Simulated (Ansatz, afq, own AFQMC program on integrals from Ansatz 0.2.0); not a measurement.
Se⁺, quartet: AFQMC among the cluster methods

A free Se cation.

Basis cc-pVTZ. Noble-gas cores (and the filled d shells of Ga–Kr and In–Xe) are frozen. AFQMC by an in-house program on the Cholesky factors that Ansatz 0.2.0 writes for its CCSD(T) run. ph-AFQMC/CISD is guided by a CISD state made of CCSD amplitudes; releasing the constraint for a short imaginary time cuts its bias at the price of noise, slowly where states lie close. Error bars are statistical, one sigma. No spin–orbit coupling.

Determinant: UHF, the one that the program's search chose, which needn't be the lowest solution.

Full CI on the same integrals is exact in this basis and with this determinant's frozen core.

Cautions: no relativity below Rb; no spin-orbit coupling; inner d shell frozen.

The T1 diagnostic is 0.0022 and the weight of the determinant in the CISD state is 0.953. The ⟨S²⟩ of the determinant is 3.751 and the size of the correlated space is 5 electrons in 29 orbitals.

Reference: full CI, correlation energy -2.546 eV. The released energy is read at 2.40 1/Eh (meV from the phaseless value at times in 1/Eh: -1.4 ± 1.0 at 0.24, -1.6 ± 0.7 at 0.51, -2.6 ± 0.5 at 0.99, -3.0 ± 0.7 at 1.62, -3.7 ± 0.7 at 2.40).

| level | E − E(reference) (mEh) | share of correlation (%) |
| --- | --- | --- |
| HF | 93.55 | 0.00 |
| MP2 | 18.14 | 80.61 |
| CCSD | 3.19 | 96.59 |
| CCSD(T) | 0.60 | 99.36 |
| CCSDT | 0.07 | 99.93 |
| CCSDT(Q) | 0.01 | 99.99 |
| CCSDTQ | 0.00 | 100.00 |
| ph-AFQMC/CISD | 0.07 ± 0.03 | 99.92 |
| released AFQMC | -0.06 ± 0.03 | 100.07 |

CCSDT and higher add their correlation energy to the determinant of the CCSD(T) run, since their own runs factorise the integrals more tightly (a shift of under 2 meV). A walk keeps the symmetry of its determinant, which the program's search chose and which needn't be the lowest solution, so a lower state of the same spin and another symmetry isn't excluded. Released energies are given only where the last usable release times agree within the noise; a slower fall can still hide under it.
